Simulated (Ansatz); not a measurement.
Born–Oppenheimer molecular dynamics of C2H2B (5 atoms, charge 1, multiplicity 1). It starts from a relaxed structure.

Computed with RKS PBE-D4/def2-SVP in Ansatz.

- ensemble: NVT, Langevin thermostat
- time step: 1 fs
- steps asked: 600
- set temperature: 300 K
- friction: 0.001 /fs
- seed: 168229

Frames 5 fs apart, positions in Å, forces in eV/Å.

Velocities at 90.0 fs (Å/ps):

```
B 1.82 -2.22 2.33
C -0.54 -4.06 -1.69
C 3.71 0.87 -3.85
H 5.60 19.26 4.51
H -24.14 0.29 1.68
```

```xyz
5
Properties=species:S:1:pos:R:3:forces:R:3 time_fs=90.0 energy_less_start_eV=0.095 T=140
B -1.084 0.313 -0.195 -0.60 -0.05 0.17
C -0.192 -0.746 0.026 0.15 1.56 -0.29
C 0.264 0.666 -0.271 -1.61 -1.51 0.07
H 0.376 -1.650 0.195 0.36 -0.70 0.13
H 1.200 1.114 -0.469 1.70 0.70 -0.09
5
Properties=species:S:1:pos:R:3:forces:R:3 time_fs=95.0 energy_less_start_eV=0.108 T=120
B -1.082 0.304 -0.183 -0.86 0.29 -0.05
C -0.194 -0.750 0.013 1.62 -0.06 0.25
C 0.266 0.657 -0.288 1.11 0.18 -0.33
H 0.453 -1.647 0.232 -0.64 0.47 -0.24
H 1.274 1.191 -0.467 -1.23 -0.88 0.37
5
Properties=species:S:1:pos:R:3:forces:R:3 time_fs=100.0 energy_less_start_eV=0.047 T=213
B -1.098 0.301 -0.171 0.36 0.02 -0.20
C -0.172 -0.744 0.003 0.24 1.07 0.03
C 0.271 0.645 -0.308 -1.72 -0.88 0.35
H 0.440 -1.612 0.244 0.14 -0.55 -0.02
H 1.221 1.140 -0.398 0.99 0.34 -0.16
5
Properties=species:S:1:pos:R:3:forces:R:3 time_fs=105.0 energy_less_start_eV=0.065 T=179
B -1.109 0.300 -0.164 0.01 -0.18 -0.22
C -0.146 -0.721 -0.005 -0.14 -1.09 0.38
C 0.252 0.622 -0.323 1.42 1.31 0.31
H 0.424 -1.656 0.231 -0.26 0.44 -0.20
H 1.281 1.115 -0.340 -1.04 -0.48 -0.27
5
Properties=species:S:1:pos:R:3:forces:R:3 time_fs=110.0 energy_less_start_eV=0.075 T=153
B -1.115 0.294 -0.164 0.33 -0.21 -0.16
C -0.129 -0.713 -0.004 -1.18 -0.75 0.11
C 0.248 0.617 -0.331 -0.04 0.82 0.33
H 0.394 -1.652 0.184 0.33 -0.30 0.08
H 1.244 1.045 -0.357 0.56 0.44 -0.37
5
Properties=species:S:1:pos:R:3:forces:R:3 time_fs=115.0 energy_less_start_eV=0.042 T=197
B -1.113 0.282 -0.163 0.33 -0.03 -0.01
C -0.130 -0.722 0.001 -0.43 -0.98 0.07
C 0.246 0.629 -0.329 1.13 0.69 -0.04
H 0.422 -1.680 0.151 -0.12 0.44 0.00
H 1.288 1.051 -0.460 -0.91 -0.12 -0.02
5
Properties=species:S:1:pos:R:3:forces:R:3 time_fs=120.0 energy_less_start_eV=0.019 T=208
B -1.105 0.270 -0.160 0.44 0.32 0.05
C -0.141 -0.740 0.004 0.14 0.32 -0.14
C 0.252 0.654 -0.323 -0.57 -0.79 -0.09
H 0.452 -1.659 0.132 0.01 -0.03 0.05
H 1.247 1.069 -0.555 -0.03 0.17 0.13
5
Properties=species:S:1:pos:R:3:forces:R:3 time_fs=125.0 energy_less_start_eV=0.051 T=164
B -1.093 0.264 -0.154 -0.37 0.44 0.13
C -0.151 -0.751 0.002 0.86 0.44 -0.12
C 0.244 0.667 -0.318 0.03 -0.67 -0.44
H 0.483 -1.647 0.124 -0.13 -0.02 0.02
H 1.215 1.139 -0.615 -0.39 -0.20 0.41
5
Properties=species:S:1:pos:R:3:forces:R:3 time_fs=130.0 energy_less_start_eV=0.050 T=177
B -1.089 0.266 -0.147 -0.90 0.01 0.20
C -0.146 -0.755 -0.001 0.89 0.50 -0.12
C 0.234 0.667 -0.323 0.45 -0.30 -0.38
H 0.504 -1.644 0.126 -0.23 0.09 -0.01
H 1.175 1.197 -0.598 -0.20 -0.30 0.31
5
Properties=species:S:1:pos:R:3:forces:R:3 time_fs=135.0 energy_less_start_eV=0.022 T=233
B -1.102 0.270 -0.136 -0.33 -0.45 0.10
C -0.127 -0.745 -0.011 0.01 0.77 -0.16
C 0.227 0.659 -0.332 0.13 0.06 0.02
H 0.490 -1.644 0.126 0.05 -0.14 0.02
H 1.142 1.245 -0.519 0.14 -0.24 0.01
5
Properties=species:S:1:pos:R:3:forces:R:3 time_fs=140.0 energy_less_start_eV=0.043 T=205
B -1.121 0.265 -0.126 0.25 -0.36 -0.09
C -0.104 -0.721 -0.023 -0.15 -0.80 0.17
C 0.219 0.652 -0.337 0.74 1.12 0.12
H 0.484 -1.667 0.134 -0.25 0.62 -0.12
H 1.167 1.253 -0.457 -0.59 -0.59 -0.08
5
Properties=species:S:1:pos:R:3:forces:R:3 time_fs=145.0 energy_less_start_eV=0.058 T=184
B -1.134 0.256 -0.119 0.92 -0.01 -0.27
C -0.090 -0.704 -0.032 -1.12 -0.25 0.11
C 0.215 0.661 -0.340 -0.78 0.34 0.42
H 0.459 -1.629 0.123 0.49 -0.40 0.04
H 1.162 1.189 -0.426 0.49 0.31 -0.30
```

Of the whole run (600 fs, mean temperature of the second half 218 K): The mean temperature of the second half is 27 % below the set value. A run of 0.6 ps of so small a system gives no equilibrium averages. Limits of this set-up: the dipole of an ion depends on the origin.

The run took 5 min on 1 thread of Arm Neoverse V2, on a shared host, peak memory 0.09 GiB.
